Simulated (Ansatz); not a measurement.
Species, as SMILES: [F][Al][F], doublet.
Atoms: Al1, F2, F3. Bonds: Al1-F2, Al1-F3.

How fast the highest harmonic wavenumber converges with the basis for several methods (Ansatz, a quantum-chemistry and plane-wave program): deviation from each method's own reference, in cm⁻¹. References: B3LYP 891 cm⁻¹, the value in aug-pcseg-2; HF 960 cm⁻¹, the value in aug-pcseg-2; MP2 894 cm⁻¹, the value in aug-cc-pV(T+d)Z; PBE 863 cm⁻¹, the value in aug-pcseg-2. Cartesian d functions, on some or all atoms, in 6-311G**, 6-311+G**; all else is spherical. In correlated methods cores are frozen. Open shells are unrestricted. No added dispersion term, no relativity. Each level at its own minimum, unscaled; the references are large sets that could be run, not limits.

```csv
basis,functions,B3LYP,HF,MP2,PBE
def2-SVP,46,36,6,53,38
6-311G**,63,6,-10,33,8
6-311+G**,75,-22,-27,-2,-21
aug-cc-pV(D+d)Z,78,-32,-32,-28,-34
pcseg-2,94,6,5,23,7
"6-311++G(3df,3pd)",125,-15,-20,-11,-15
jun-cc-pV(T+d)Z,126,-11,-15,-8,-12
aug-cc-pV(T+d)Z,147,-4,-6,0,-4
```

Mean absolute deviation over 6-311G**, 6-311+G**, pcseg-2, 6-311++G(3df,3pd), jun-cc-pV(T+d)Z: B3LYP 12, PBE 13, MP2 15, HF 16 cm⁻¹.
